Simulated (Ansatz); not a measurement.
**B$_{2}$H$_{2}$, triplet: from triple and quadruple zeta to the limit**

```xyz
4

B     0.0000    0.0000    0.6756
B     0.0000    0.0000   -0.9095
H     0.0000    1.0479    1.2540
H     0.0000   -1.0479    1.2540
```

Connectivity, by distances: BH2–B.

Ansatz 0.2.0, UHF determinant, valence electrons correlated. Energies in eV.

| set | X | functions | Hartree–Fock | MP2 correlation | CCSD(T) correlation | time |
| --- | --- | --- | --- | --- | --- | --- |
| def2-TZVPP | 3 | 90 | -1371.5385 | -4.0389 | -5.0369 | 6.5 s on 1 × NVIDIA H100 80GB HBM3 with 1 thread of AMD EPYC 7R13 Processor (Zen 3), with other jobs on the host |
| def2-QZVPP | 4 | 174 | -1371.5992 | -4.3125 | -5.2566 | 7 s on 1 × NVIDIA H100 80GB HBM3 with 1 thread of AMD EPYC 7R13 Processor (Zen 3), with other jobs on the host |

Hartree–Fock is taken to follow E(X) = E∞ + A·exp(−7.88·√X), correlation E(X) = E∞ + B·X^−2.97.

Work out the CCSD(T) energy at the limit, and how far the shortcut misses it that extrapolates MP2 and adds CCSD(T) minus MP2 from the smaller set.

Hartree–Fock: E∞ = E4 + 0.1377·(E4 − E3) = -1371.6075. Correlation: E∞ = E4 + 0.7407·(E4 − E3) = -5.4193 for CCSD(T) and -4.5152 for MP2. The limit is -1377.0268 eV, 0.171 eV below def2-QZVPP. The shortcut gives a correlation energy of -4.5152 + (-0.9979) = -5.5131, 94 meV lower than the direct value.
